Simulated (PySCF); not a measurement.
Molecule: SMILES CF, CH3F.

Geometry:
```
atom   x (Å)   y (Å)   z (Å)
  C1  -0.045   0.006   0.005
  F2   1.296  -0.182  -0.147
  H3  -0.331  -0.147   1.059
  H4  -0.318   1.032  -0.294
  H5  -0.601  -0.709  -0.623
```

Spin–spin couplings on one PBE0-D3(BJ)/def2-SVP geometry, PySCF 2.14.0 with density-fitted response routines, gas phase, non-relativistic, equivalent pairs averaged; isotopes ¹³C, ¹H, ¹⁹F; functional B3LYP.

Reference values (Hz): ¹J(C1,H3) = 147.4 (measured; gas, zero-density limit; Jackowski, Slowinski, Molecules 2023, 28, 1499); ¹J(C1,F2) = -163.1 (measured; gas, zero-density limit; Jackowski, Slowinski, Molecules 2023, 28, 1499); ²J(F2,H3) = 46.6 (measured; gas, zero-density limit; Jackowski, Slowinski, Molecules 2023, 28, 1499).

How do the couplings (Hz) change with the basis set? Times are CPU seconds on shared hosts with different chips, so compare them loosely. Far from the basis limit: 6-31G*, pcJ-0, def2-TZVP, cc-pVTZ.

## Answers


```
    basis set  functions  ¹J(C1,H3)  ¹J(C1,F2)  ²J(F2,H3)  mean abs. error  core-s
       6-31G*         34      152.1     -190.1       49.6             11.5    0.74
        pcJ-0         35      125.1     -345.2       37.5             71.2    0.75
    def2-TZVP         80      145.2     -274.0       47.8             38.1     1.6
        pcJ-1         84      152.4     -245.3       53.3             31.3       2
      cc-pVTZ        102      135.5     -240.1       38.6             32.3       2
aug-cc-pVTZ-J        152      155.2     -253.5       54.7             35.4     3.2
        pcJ-2        174      153.2     -245.4       54.8             32.1     3.8
```

Errors compare magnitudes, without vibrational corrections, and the largest couplings weigh most in the mean. Closest: 6-31G*; furthest: pcJ-0.

The Fermi-contact term samples the wavefunction at the nucleus, which is why sets with added tight s functions (names with J) are made for couplings. Agreement of an ordinary basis with the reference is then largely a cancellation of errors.
